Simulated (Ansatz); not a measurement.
Gas-phase electronic energies from Ansatz, PBE0-D4/def2-TZVP geometries. CCSD(T)/CBS is the MP2 limit (def2-TZVPP, def2-QZVPP) plus CCSD(T) − MP2 in def2-TZVPP, frozen cores. This one scheme is used for every species. Functionals use def2-TZVPP. No spin–orbit coupling; open shells (•) take unrestricted orbitals.

Reaction (hydrogen abstraction from the Si–H bond): `C#C[SiH3]` + `[SiH3]`• → `C#C[SiH2]`• + SiH₄

| level | ΔE (kJ/mol) |
| --- | --- |
| r2SCAN0 | -6.7 |
| LC-ωPBE | -3.1 |

Problem. What does CCSD(T)/CBS give? (Estimate.)

Solution. The calculation gave: -2.1 kJ/mol. The listed levels differ from it by -4.6, -1.0 kJ/mol.

Problem. What do rigid-rotor, harmonic-oscillator terms from PBE0-D4/def2-TZVP frequencies (298.15 K, 1 bar) make of the CCSD(T)/CBS value? (Best estimate.)

Solution. The calculation gave: ΔZPE = +0.4 kJ/mol, ΔH = -1.9 kJ/mol, ΔS = -1 J/(mol·K), ΔG = -1.5 kJ/mol. Open shells count their whole term as degenerate.

Largest T1 diagnostic among the species: 0.030.

Leaving LDA and LC-ωPBE aside and taking each functional with its dispersion term where it has one, the values, not all of them listed here, spread over 8.0 kJ/mol, from BLYP-D4 to PBE-QIDH. From BLYP to BHLYP (50 % exact exchange), in def2-TZVPP and without D4, ΔE moves by +5.4 kJ/mol.
